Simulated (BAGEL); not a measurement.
**Si2H5O (SMILES [SiH2]O[SiH3]) at UHF/3-21G (density fitting with qzvpp-jkfit)**

Aim: the vertical electron affinity of Si2H5O at UHF/3-21G (density fitting with qzvpp-jkfit), from 2 runs. 

Program for the calculation: BAGEL 1.2.2.

2 further runs of the same task are left out: 2 set aside as unsound or not needed. Runs told in other sessions of the task aren't counted.

**1. The structure to begin with**

Si2H5O has 8 atoms, charge 0, and is taken as a doublet. SMILES: `[SiH2]O[SiH3]`. The shape is that of a PBE0-D4/def2-TZVP optimisation. This is one conformer, not always the lowest.

Bond lengths: Si1–O2 1.637 Å, O2–Si3 1.638 Å, Si1–H4 1.490 Å, Si1–H5 1.494 Å, Si3–H6 1.482 Å, Si3–H7 1.485 Å, Si3–H8 1.486 Å. Angles: Si1–O2–Si3 146.3°, O2–Si1–H4 107.9°, O2–Si1–H5 109.9°, O2–Si3–H6 108.1°, O2–Si3–H7 109.9°, O2–Si3–H8 110.1°, H4–Si1–H5 110.4°, H6–Si3–H7 109.7°, H6–Si3–H8 109.8°, H7–Si3–H8 109.2°.

**2. A single-point energy at UHF/3-21G (density fitting with qzvpp-jkfit)**

input.json

```json
{ "bagel": [

{
  "title": "molecule",
  "basis": "3-21g",
  "df_basis": "qzvpp-jkfit",
  "angstrom": "true",
  "geometry": [
    { "atom": "Si", "xyz": [      -1.281200,       0.933000,      -0.865900 ] },
    { "atom": "O", "xyz": [      -0.352300,      -0.279200,      -0.276900 ] },
    { "atom": "Si", "xyz": [       0.765000,      -0.723000,       0.835900 ] },
    { "atom": "H", "xyz": [      -1.902800,       0.458100,      -2.133600 ] },
    { "atom": "H", "xyz": [      -0.440600,       2.142000,      -1.118700 ] },
    { "atom": "H", "xyz": [       1.291900,      -2.054600,       0.453100 ] },
    { "atom": "H", "xyz": [       0.138100,      -0.799300,       2.180400 ] },
    { "atom": "H", "xyz": [       1.874100,       0.266000,       0.869800 ] }
  ]
},

{
  "title": "uhf",
  "nopen": 1
},

{
  "title": "print",
  "file": "orbitals.molden",
  "orbitals": "true"
}

]}
```

Started as:

```console
$ BAGEL_NUM_THREADS=1 BAGEL input.json > input.out
```

Log:

```text
* using 1 threads per process

  ===============================================================
  ===============================================================

  *** Geometry ***

  { "atom" : "Si", "xyz" : [     -2.421117,      1.763114,     -1.636314 ] },
  { "atom" : "O", "xyz" : [     -0.665751,     -0.527612,     -0.523265 ] },
  { "atom" : "Si", "xyz" : [      1.445640,     -1.366272,      1.579622 ] },
  { "atom" : "H", "xyz" : [     -3.595771,      0.865684,     -4.031920 ] },
  { "atom" : "H", "xyz" : [     -0.832613,      4.047793,     -2.114037 ] },
  { "atom" : "H", "xyz" : [      2.441337,     -3.882631,      0.856235 ] },
  { "atom" : "H", "xyz" : [      0.260971,     -1.510458,      4.120359 ] },
  { "atom" : "H", "xyz" : [      3.541536,      0.502667,      1.643684 ] },

  Number of auxiliary basis functions:      423

  Since a DF basis is specified, we compute 2- and 3-index integrals:
    o Being stored without compression. Storage requirement is 0.007 GB

  Number of basis functions:       45
  Number of electrons      :       41

    * METHOD: MOLECULE                             0.10

  *** Open-shell HF ***

  === Nuclear Repulsion ===
   149.8189187171

      * DIIS with orbital gradients will be used.

  === UHF iteration (3-21g) ===
      0       -652.05773491          0.05011356           0.04
      1       -652.12737008          0.03538518           0.04
      2       -652.15247068          0.02395127           0.04
      3       -652.17206922          0.00093312           0.04
      4       -652.17226213          0.00023784           0.04
      5       -652.17228996          0.00008615           0.04
      6       -652.17229785          0.00001558           0.04
      7       -652.17229900          0.00000648           0.04
      8       -652.17229930          0.00000297           0.04
      9       -652.17229935          0.00000099           0.04
     10       -652.17229936          0.00000026           0.04
     11       -652.17229936          0.00000009           0.04
     12       -652.17229936          0.00000004           0.04
     13       -652.17229936          0.00000001           0.04
     14       -652.17229936          0.00000001           0.04
    * SCF iteration converged.

    * S^2 (UHF) is 0.7519

    * Permanent dipole moment:
           (    0.045412,    -0.265568,    -0.296479) a.u.

    * METHOD: UHF                                  0.64

    * METHOD: PRINT                                0.00

  ===============================================================
```

Run time: 0.91 s. Hardware: 1 thread of Arm Neoverse V2, shared host.

**3. The singlet anion at the same level**

hf.json

```json
{ "bagel" : [

{
  "title" : "molecule",
  "basis" : "3-21g",
  "df_basis" : "qzvpp-jkfit",
  "angstrom" : true,
  "geometry" : [
    { "atom" : "Si", "xyz" : [      -1.281200,       0.933000,      -0.865900 ] },
    { "atom" : "O", "xyz" : [      -0.352300,      -0.279200,      -0.276900 ] },
    { "atom" : "Si", "xyz" : [       0.765000,      -0.723000,       0.835900 ] },
    { "atom" : "H", "xyz" : [      -1.902800,       0.458100,      -2.133600 ] },
    { "atom" : "H", "xyz" : [      -0.440600,       2.142000,      -1.118700 ] },
    { "atom" : "H", "xyz" : [       1.291900,      -2.054600,       0.453100 ] },
    { "atom" : "H", "xyz" : [       0.138100,      -0.799300,       2.180400 ] },
    { "atom" : "H", "xyz" : [       1.874100,       0.266000,       0.869800 ] }
  ]
},

{ "title" : "hf", "charge" : -1 },

{ "title" : "print", "file" : "orbitals.molden", "orbitals" : true }

]}
```

Started as:

```console
$ BAGEL_NUM_THREADS=1 BAGEL hf.json > hf.out
```

Log:

```text
* using 1 threads per process

  ===============================================================
  ===============================================================

  *** Geometry ***

  { "atom" : "Si", "xyz" : [     -2.421117,      1.763114,     -1.636314 ] },
  { "atom" : "O", "xyz" : [     -0.665751,     -0.527612,     -0.523265 ] },
  { "atom" : "Si", "xyz" : [      1.445640,     -1.366272,      1.579622 ] },
  { "atom" : "H", "xyz" : [     -3.595771,      0.865684,     -4.031920 ] },
  { "atom" : "H", "xyz" : [     -0.832613,      4.047793,     -2.114037 ] },
  { "atom" : "H", "xyz" : [      2.441337,     -3.882631,      0.856235 ] },
  { "atom" : "H", "xyz" : [      0.260971,     -1.510458,      4.120359 ] },
  { "atom" : "H", "xyz" : [      3.541536,      0.502667,      1.643684 ] },

  Number of auxiliary basis functions:      423

  Since a DF basis is specified, we compute 2- and 3-index integrals:
    o Being stored without compression. Storage requirement is 0.007 GB

  Number of basis functions:       45
  Number of electrons      :       41

    * METHOD: MOLECULE                             0.10

  *** RHF ***

  === Nuclear Repulsion ===
   149.8189187171

      * DIIS with orbital gradients will be used.

  === RHF iteration (3-21g) ===
      0       -652.00778072          0.02717973           0.02
      1       -652.08435777          0.02022214           0.02
      2       -652.14411617          0.00131928           0.02
      3       -652.14509228          0.00027319           0.02
      4       -652.14517379          0.00008813           0.02
      5       -652.14518547          0.00002415           0.02
      6       -652.14518622          0.00000847           0.02
      7       -652.14518630          0.00000153           0.02
      8       -652.14518630          0.00000041           0.02
      9       -652.14518630          0.00000010           0.02
     10       -652.14518630          0.00000002           0.02
     11       -652.14518630          0.00000001           0.02
    * SCF iteration converged.

    * Permanent dipole moment:
           (   -2.205121,     1.453284,    -1.049443) a.u.

    * METHOD: HF                                   0.30

    * METHOD: PRINT                                0.00

  ===============================================================
```

It took 0.56 s on 1 thread of Arm Neoverse V2, shared host.

**4. What came out**

At UHF/3-21G (density fitting with qzvpp-jkfit):

| quantity | value |
| --- | --- |
| doublet Si2H5O: total energy | -652.17230 Eh |
| doublet Si2H5O: dipole moment | 1.02 D |
| doublet Si2H5O: ⟨S²⟩ | 0.752 |
| singlet anion: total energy | -652.14519 Eh |
| singlet anion: HOMO energy | 0.02 eV |
| singlet anion: LUMO energy | 8.45 eV |
| singlet anion: HOMO–LUMO gap (to an unbound level, set by the basis) | 8.42 eV |
| vertical electron affinity (to the singlet anion) | -0.738 eV |

In words: The anion lies 0.74 eV (71.2 kJ/mol) above the neutral: the electron isn't bound at this level, and such a value depends on the basis. Without diffuse functions anions come out too high. Hartree–Fock misses the correlation that binds many anions. The HOMO (singlet anion) lies at positive energy, 0.02 eV: the electron is unbound at this level or held by a compact basis; values depend on the basis.
